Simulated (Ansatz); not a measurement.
in.yaml

```yaml
crystal:
  periodic: [false, false, false]
  atoms:
    - {symbol: Ge, position_ang: [0.000000, 0.000000, 1.767500]}
    - {symbol: C, position_ang: [0.000000, 0.000000, 0.000000]}
    - {symbol: Ge, position_ang: [0.000000, 0.000000, -1.767500]}
basis:
  gaussian: {orbitals: cc-pVDZ}
total_charge: 1
magnetization: {spin_polarized: false, initial_magnetization: 1}
correlation: {method: sc_nevpt2, electrons: outside_noble_gas, active_space: {window: {electrons: 11, orbitals: 12}, shells: [{species: C, l: s, shell: 2}, {species: C, l: p, shell: 2}, {species: Ge, l: s, shell: 4}, {species: Ge, l: p, shell: 4}]}}
```

```sh
$ ansatz run in.yaml --threads 2 --pin off --events-out ev --progress --plain --max-ram 16896MiB --backend cuda --devices 0, --max-vram 18GiB
```

The program prints:

```
1320 factors; integrals over basis functions are off by at most 9.3e-8 eV
mean field evaluation 1: about -113956.0268 eV, gradient 5.4e1 eV
mean field evaluation 2: about -113956.0318 eV, gradient 5.4e1 eV
mean field evaluation 4: about -113964.8787 eV, gradient 4.6e0 eV
mean field evaluation 8: about -113964.9666 eV, gradient 8.0e-4 eV
mean field evaluation 16: about -113966.4682 eV, gradient 6.9e-1 eV
mean field evaluation 32: about -113966.1613 eV, gradient 7.7e0 eV
mean field evaluation 64: about -113966.4842 eV, gradient 5.7e-4 eV
mean field evaluation 96: about -113961.7764 eV, gradient 8.9e0 eV
mean field evaluation 128: about -113964.9666 eV, gradient 5.1e-7 eV
mean field -113966.48423606 eV, -4188.1910464175 hartree, gradient 2.0e-6 eV, S^2 0.750000; 12 other end points of the search recorded, 0 dependent functions left out
reference -113966.48423606 eV, -4188.1910464175 hartree; 35, 34 occupied and 33, 34 virtual orbitals, 1320 factors
state -113969.86906751 eV, -4188.3154366793 hartree
state -113969.86906751 eV, -4188.3154366793 hartree; corrected -113972.79412421 eV, -4188.4229305300 hartree
Total energy: -113972.79412421 eV, -4188.4229305300 hartree
Checks for a lower state left out: starts, orbital_swaps
```

Natural occupations: 1.9803 1.9728 1.9449 1.9437 1.9281 0.9905 0.0541 0.0469 0.0439 0.0423 0.0283 0.0242.

Ran on 2 threads of AMD EPYC 7R13 with a shared H100 80 GB, shared host: 11 s wall, 0.83 GiB peak host memory.
